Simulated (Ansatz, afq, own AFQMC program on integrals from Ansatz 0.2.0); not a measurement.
Two steps: Ansatz 0.2.0 writes the Fock matrix and Cholesky factors of the valence space, and afq projects on them the lowest state that overlaps trial and start.

```yaml
crystal:
  periodic: [false, false, false]
  atoms:
    - {symbol: Ge, position_ang: [0.000000, 0.001361, 0.783965]}
    - {symbol: Al, position_ang: [0.000000, 0.001361, -1.879130]}
    - {symbol: H, position_ang: [-1.125990, 0.001360, -0.524290]}
    - {symbol: H, position_ang: [1.125990, 0.001362, -0.524290]}
    - {symbol: H, position_ang: [0.000001, -1.401345, -2.610280]}
    - {symbol: H, position_ang: [-0.000001, 1.264115, -2.537331]}
basis:
  gaussian: {orbitals: 6-31G}
magnetization: {spin_polarized: true, initial_magnetization: 1}
correlation: {method: ccsd_t, electrons: outside_noble_gas, hamiltonian_folder: ham}
```

```sh
$ ansatz run in.yaml --threads 1 --pin off --events-out ev --progress --plain --max-ram 1382MiB
```

Options of the walk:

```
--method phaseless --trial cisd --walkers 60 --populations 1 --least-time 40 --time-step 0.005 --steps-per-block 50 --equilibration-blocks 28 --max-blocks 300 --target-error 0.0004 --factor-cut 1e-05 --start spin_pure --seed 2239 --release-times 0.24,0.51,0.99,1.62,2.4 --release-step 0.03 --release-every 4 --taylor-order 6
```

Times are imaginary, in 1/Eh. The walk had a cap of 774 s. Filled inner d shells are frozen with the cores.

Output of the walk:

```
orbitals 31  electrons 6 5  factors 251 of 516
reference energy -2319.16037429 Eh
CCSD correlation -0.11291930 Eh in 10 cycles, weight of the determinant in the CISD state 0.9121
energy of the start -2319.273218 Eh
 block  time / (1/Eh)  mean weight  energy / Eh
     1     0.250  0.9999  -2319.272266
     2     0.500  1.0009  -2319.272405
     3     0.750  0.9992  -2319.272853
     4     1.000  0.9999  -2319.272862
     5     1.250  0.9987  -2319.273435
     7     1.750  1.0000  -2319.275530
     9     2.250  0.9990  -2319.274418
    13     3.250  1.0002  -2319.275777
    21     5.250  1.0007  -2319.277139
    29     7.250  1.0003  -2319.274371
    37     9.250  0.9998  -2319.274750
    45    11.250  0.9995  -2319.276068
    53    13.250  0.9992  -2319.275130
    61    15.250  0.9998  -2319.275179
    69    17.250  0.9989  -2319.276095
    77    19.250  0.9990  -2319.276908
    85    21.250  1.0013  -2319.275985
    93    23.250  1.0003  -2319.276239
   101    25.250  1.0010  -2319.274733
   109    27.250  1.0004  -2319.273928
   117    29.250  1.0004  -2319.274958
   125    31.250  1.0001  -2319.276483
   133    33.250  0.9989  -2319.278215
   141    35.250  1.0009  -2319.274675
   149    37.250  0.9977  -2319.280815
   157    39.250  1.0000  -2319.275238
   165    41.250  0.9991  -2319.276048
   173    43.250  0.9990  -2319.274648
   181    45.250  1.0008  -2319.275573
   185    46.250  0.9977  -2319.275077
blocks merged  error / Eh  count
     1  0.000088  160
     2  0.000112  80
     4  0.000138  40
     8  0.000164  20
    16  0.000186  10
released: time / (1/Eh)  energy / Eh  error  mean overlap
  0.24  -2319.276057  0.000215  1.0083
  0.51  -2319.275989  0.000202  1.0149
  0.99  -2319.276125  0.000150  1.0073
  1.62  -2319.276092  0.000141  1.0204
  2.40  -2319.276468  0.000183  1.0144
energy -2319.275961 +/- 0.000164 Eh
(rows thinned)
```

The run passed its tests (sampling time, drift between the halves within three errors, error under three times the target), which doesn't prove that it has relaxed.

Against this walk (error 4.5 meV) on the same determinant: CCSD(T) 12.3 meV higher. The error is statistical and leaves out the bias of the constraint. None of these is a sure reference here. The released energies move by 1.5 errors or more from one time to the next (meV from the phaseless value at times in 1/Eh: -3 ± 6 at 0.24, -1 ± 5 at 0.51, -4 ± 4 at 0.99, -4 ± 4 at 1.62, -14 ± 5 at 2.40), so they give no level.

Cautions: constraint bias not in the error; no relativity below Rb; no spin-orbit coupling; inner d shell frozen.

The walk took 2.8 min on 1 thread of Arm Neoverse V2 (shared host). The log's last line is the phaseless energy.

A walk keeps the symmetry of its determinant, which the program's search chose and which needn't be the lowest solution, so a lower state of the same spin and another symmetry isn't excluded.
